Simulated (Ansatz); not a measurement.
Fluorite SrCl2 was calculated with LDA in Ansatz (plane waves, PAW).

Numerical settings: plane-wave cutoff 520 eV, 6×6×6 k mesh, perturbation theory, scalar-relativistic PAW data made under PBE.

Computed at the level's own relaxed cell.

```yaml
crystal:
  lattice:
    - [0.00000, 3.40015, 3.40015]
    - [3.40015, 0.00000, 3.40015]
    - [3.40015, 3.40015, 0.00000]
  atoms:
    - { symbol: Sr, position: [0.00000, 0.00000, 0.00000] }
    - { symbol: Cl, position: [0.25000, 0.25000, 0.25000] }
    - { symbol: Cl, position: [0.75000, 0.75000, 0.75000] }
```

Harmonic phonon frequencies (cm⁻¹; i marks an imaginary mode; at Γ without the LO shift):

```csv
q point,frequencies
Γ,0 0 0 155 155 155 191 191 191
X,84 84 90 116 116 159 201 201 217
L,69 69 140 168 168 173 173 173 186
```

No imaginary mode appears at these points.

Ansatz is a program for electronic structure.
